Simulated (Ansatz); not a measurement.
# B₂+ (quartet): the correlation ladder at distance B1–B2 = 2.296 Å, cc-pVTZ

One table from this session's results is given with a row withheld; the runs are named, their logs left out.

Computed with Ansatz 0.2.0, Gaussian basis. Level: cc-pVTZ, core rule «outside noble gas», up to 2 orbitals frozen.

The runs, in order: UHF; CCSD(T) on ROHF; CCSD(T) on UHF; BCCD(T) on ROHF; CISD as a restricted active space (open shells left free, so some higher excitations enter); CCSDT(Q) on ROHF; CCSDT(Q) on UHF; CASSCF and MRCISD+Q, 5 electrons in 5 orbitals; CASSCF and NEVPT2, 5 electrons in 5 orbitals; CASSCF and MRCISD+Q, 5 electrons in 8 orbitals; CASSCF and NEVPT2, 5 electrons in 8 orbitals; Full CI.

29 further runs of the same task are left out: 8 for a known fault of the program, 15 that didn't finish, 6 set aside as unsound or not needed. Runs told in other sessions of the task aren't counted.

### The geometry

The geometry derives from a PBE0/def2-TZVP stationary point (not a proven minimum). One bond is set to the value named and the two fragments are kept rigid.

2 atoms, charge 1, spin multiplicity 4.

Atoms are counted from 1 here; the program's logs count them from 0.

No contacts short enough for the rule that draws bonds.

Set-up of the first run:

Input file in.yaml:

```yaml
crystal:
  periodic: [false, false, false]
  atoms:
    - {symbol: B, position_ang: [0.000000, 0.000000, 0.000000]}
    - {symbol: B, position_ang: [0.000000, 0.000000, 2.296000]}
basis:
  gaussian: {orbitals: cc-pVTZ}
total_charge: 1
magnetization: {spin_polarized: true, initial_magnetization: 3}
hamiltonian: {xc: hf}
output: {orbitals: {seedname: orbitals}}
```

On the command line:

```
> ansatz run in.yaml --threads 1 --pin off --events-out ev --progress --plain --max-ram 2393MiB
```

Steps of the session up to this table: UHF; CCSD(T) on ROHF; CCSD(T) on UHF; BCCD(T) on ROHF; CISD as a restricted active space (open shells left free, so some higher excitations enter); CCSDT(Q) on ROHF; CCSDT(Q) on UHF; CASSCF and MRCISD+Q, 5 electrons in 5 orbitals; CASSCF and NEVPT2, 5 electrons in 5 orbitals; CASSCF and MRCISD+Q, 5 electrons in 8 orbitals; CASSCF and NEVPT2, 5 electrons in 8 orbitals; Full CI.

One table of the session follows, with a row left open; its other results are not shown here.

It belongs to the step «Misses and costs». 

```
          method  from FCI (meV)
            RMP2         +1042.7
            UMP2         +1044.8
            CISD          +368.0
           RCCSD          +318.0
           UCCSD          +314.5
        RCCSD(T)           +83.1
        UCCSD(T)           +81.9
         BCCD(T)           +89.3
          RCCSDT           +16.9
          UCCSDT           +16.3
       RCCSDT(Q)            +3.1
       UCCSDT(Q)               ?
  CASSCF valence         +1140.2
  NEVPT2 valence          +264.0
  MRCISD valence           +34.7
MRCISD+Q valence            +4.7
             FCI               0
```

Q: Estimate the row for UCCSDT(Q) from the others.

**Answer.** from FCI (meV): +2.5. In the column «from FCI (meV)» it lies between FCI (0) and RCCSDT(Q) (+3.1).

Left out of the table: CASSCF pair, NEVPT2 pair, MRCISD pair, MRCISD+Q pair (the active space lost an orbital or holds another state than full CI finds).

Limits of these values: The report flags that the cluster equations may have other roots. Left out of the table: ROHF, UHF (another determinant or state than the rows shown). The program flags RCCSD(T), UCCSD(T), BCCD(T), RCCSDT(Q), UCCSDT(Q) as in doubt, so those rows may rest on another solution. Levels on UHF freeze UHF's core orbitals, full CI those of ROHF, so the U rows can settle a little off it for that reason alone. Restricted and unrestricted rows rest on different reference determinants; a gap between their highest levels can come from leftover correlation error, from unlike frozen cores or from another state. Warnings in the runs' records: passed over end.
